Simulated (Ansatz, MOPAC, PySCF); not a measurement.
Species: C2H6N, net charge 0, doublet state. SMILES: C[CH]N
Structure (B3LYP-D3(BJ)/def2-TZVP (Ansatz, a quantum-chemistry and plane-wave program) minimum search):
```
C
H 1 1.0829
N 1 1.3979 2 114.75
H 3 1.0094 1 115.11 2 -39.55
H 3 1.0112 4 111.01 1 132.42
C 1 1.4864 2 119.59 3 148.01
H 6 1.0903 1 110.78 2 37.82
H 6 1.0964 7 107.50 1 -121.96
H 6 1.1019 7 107.53 8 -114.43
```
Charge 0, spin multiplicity 2.

Property: size of the dipole moment, in D. Conventions: PM7 with its own dispersion and hydrogen-bond terms; non-relativistic; open shells spin-unrestricted; no spin-orbit coupling; no dispersion term unless named; LANL2DZ all-electron up to Ne; 6-31G* and kin with 6d, 5d where marked; 6-311+G** with 5d. First-principles rows: single points at B3LYP-D3(BJ) geometries (Ansatz). Semi-empirical rows: dipoles at the shared geometry.

| level | program | size of the dipole moment (D) |
|---|---|---|
| PM7 | MOPAC | 1.05 |
| SVWN5/6-31G* | Ansatz | 1.19 |
| PBE/STO-3G | Ansatz | 1.25 |
| PBE/3-21G | Ansatz | 1.28 |
| PBE/LANL2DZ | Ansatz | 1.14 |
| PBE/6-31G* | Ansatz | 1.14 |
| B3LYP/STO-3G | Ansatz | 1.17 |
| B3LYP/LANL2DZ | Ansatz | 1.08 |
| B3LYP/6-31G* | Ansatz | 1.09 |
| B3LYP/cc-pVDZ | Ansatz | 1.10 |
| B3LYP/6-311+G** | Ansatz | 0.91 |
| M06-2X/6-311+G** | PySCF | 0.85 |
| B3PW91/6-31G* (5d) | PySCF | 1.09 |

No value to compare with is used here. The 13 habitual levels span 0.85 (M06-2X/6-311+G**) to 1.28 D (PBE/3-21G).

The levels are drawn from those run, B3LYP/6-31G* more often than the rest, none by its result; runs whose electronic state is in doubt are left out.
